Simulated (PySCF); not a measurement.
# Working out the ionisation energy of Mg

Mg [Ne] 3s2 (1S) → Mg⁺ [Ne] 3s1 (2S). Calculation: PySCF 2.14, in def2-QZVPPD; the non-relativistic Hamiltonian (point nucleus). Frozen: 1s2. Energies in hartree (1 hartree = 27.21139 eV):

```csv
part,Mg (lower),Mg⁺ (upper)
UHF,-199.614488,-199.371738
CCSD correlation,-0.237664,-0.201875
(T),-0.003239,-0.002101
```

**Question.** What does Hartree-Fock give?

**Answer.** (-199.371738) − (-199.614488) = 0.242750 hartree = 6.606 eV.

**Question.** What do CCSD and CCSD(T) give?

**Answer.** The CCSD correlation energies differ by 0.035789 hartree = 0.974 eV and the triples by 0.001138 hartree = 0.031 eV, so CCSD gives 7.580 eV and CCSD(T) 7.611 eV.

Measured between the centres of the two terms (NIST): 7.646 eV, so CCSD(T) (valence and next inner shell) is off by -0.035 eV.

What remains against the reference includes basis incompleteness, the frozen core and higher excitations.
